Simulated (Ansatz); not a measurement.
C3H7NO can be A, `CCC(N)=O`, or B, `NCC1CO1`.

Gas-phase electronic energies from Ansatz, PBE0-D4/def2-TZVP geometries. CCSD(T)/CBS is the MP2 limit (def2-TZVPP, def2-QZVPP) plus CCSD(T) − MP2 in def2-TZVPP, frozen cores. Functionals use def2-TZVPP. B3LYP here is the variant with VWN-RPA as its local correlation; programs differ in this. Each species was taken in one conformer, which may not be the lowest.

(1) Which isomer does CCSD(T)/CBS put lower? Give the gap. (Best estimate.)

(2) Give E(B) − E(A) in kcal/mol with MP2/def2-TZVPP, B2PLYP, B3LYP-D4, B3LYP, r2SCAN-D4, HF/def2-TZVPP, CCSD(T)/def2-TZVPP. (An estimate is asked.)

Largest T1 diagnostic: 0.013.

Results:

(1) Ansatz gave: A, by 47.1 kcal/mol.

(2) Ansatz gave: MP2/def2-TZVPP 47.3, B2PLYP 49.8, B3LYP-D4 50.5, B3LYP 50.3, r2SCAN-D4 49.5, HF/def2-TZVPP 52.3, CCSD(T)/def2-TZVPP 47.1. None reverses the order clearly.

In def2-TZVPP, CCSD(T) changes the Hartree–Fock value by −5.2 kcal/mol (the triples alone add +0.0 kcal/mol) and MP2 by −5.0 kcal/mol.
